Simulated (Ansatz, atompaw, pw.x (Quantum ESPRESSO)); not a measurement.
**nitrogen (N): one change to the PAW (atompaw) potential, in the atom and in the bcc crystal**

nitrogen, PAW, made with atompaw 4.2.0.5 (PBEsol, scalar-relativistic). Core [He], reference 2s2 2p3. Waves: 2s (bound): rc 2.05 bohr; 2s channel at -1.05 Ry: rc 2.05 bohr; 2p (bound): rc 2.05 bohr; 2p channel at 1.7 Ry: rc 2.05 bohr; 3d channel at 0.45 Ry: rc 1.95 bohr; 3d channel at 1.45 Ry: rc 2.05 bohr. Local part: bessel scheme, radius 1.85 bohr. Core correction: smooth core density matched at 2.05 bohr. Augmentation charge: gaussian compensation charge, radius 2.00 bohr; PAW radius 2.05 bohr; waves and projectors: custom rrkj vanderbiltortho.

Change: augmentation gaussian compensation charge, radius 2.00 bohr; PAW radius 2.05 bohr; waves and projectors: custom polynom gramschmidtortho.

Cutoffs, loose and tight: the cutoffs (Ry, on a coarse ladder) from which the occupation-weighted sum of valence levels, in a spherical-Bessel basis at the reference potential, stays within 10 and 1 mRy of its value at 400 Ry. They see the waves, projectors and local potential, not the compensation charge or the core.

Crystal test: bcc N in pw.x 7.5, no spin, 18³ k-points, Fermi–Dirac smearing 0.01 Ry, cutoffs set for each file from its atomic test. The reference is all-electron LAPW (Ansatz 0.2.0) with the same functional, mesh and smearing; V0 and B0 come from Birch–Murnaghan fits to the pressures at five volumes. Errors are pseudo minus all-electron; Δ is the rms difference of the E(V) curves that follow from these fits, minima aligned, over ±6 % about the mean V0. Mesh and smearing are coarse, so the numbers serve the comparison and aren't converged zero-temperature values; the lattice is a test structure that the element need not adopt. Spin polarisation is left out.

All-electron: a0 = 2.395 Å (V0 = 6.87 Å³/atom), B0 = 214.6 GPa.

Problem. Does the change bring the crystal closer to the all-electron result?

Solution. The mean pressure error goes from +1.31 to +2.56 GPa, so the change moves the solid further from the all-electron pressures.

| quantity | base | changed |
| --- | --- | --- |
| outcome (atom) | generated | generated |
| cutoff, loose (atom) | 15 Ry | 15 Ry |
| cutoff, tight (atom) | 21 Ry | 25 Ry |
| bound ghosts (atom) | none | none |
| cutoffs in pw.x (Ry) | 40/400 | 40/400 |
| a0 (Å) | 2.400 | 2.405 |
| a0 error (%) | +0.20 | +0.39 |
| B0 error (%) | +1.4 | +0.7 |
| Δ (meV/atom) | 2.0 | 3.8 |
| mean pressure error (GPa) | +1.31 | +2.56 |

Base: The largest radius (2.05 bohr) exceeds half the bond length (1.96 bohr), so the spheres overlap, which is one possible source of error among others. Changed file: The largest radius (2.05 bohr) exceeds half the bond length (1.96 bohr), so the spheres overlap, which is one possible source of error among others. The atomic cutoffs weigh occupied waves only.
